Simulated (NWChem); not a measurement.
**Correlation energy of H2Si (+1)**

```
Si
H 1 1.5137
H 1 1.5137 2 119.91
```
Charge +1, spin multiplicity 2.

Program: NWChem. The geometry was optimised at UPBE/def2-SVP, a minimum by its harmonic frequencies.

Basis set: 3-21G. Each correlation energy counts from its own Hartree-Fock reference.

The correlated methods keep 5 core orbitals frozen. This spin state was chosen for the runs; another may lie lower. The structure started from a generated list of species. The unpaired electrons of the parent sit in orbitals of symmetry a1 (C2v labels of the run); other states weren't searched. No SCF solution was tested for a lower state. Open-shell Hartree-Fock references start from PBE0 orbitals. No row is a measurement; the coupled-cluster row has its own basis-set and correlation limits.

**Question.** One of these methods gave a correlation energy of -35.1 mHa. Which?
A. UMP2
B. CCSD on UHF
C. SCS-UMP2

**Answer.** A, UMP2. The others give -40.5 (SCS-UMP2), -51.3 (CCSD on UHF).
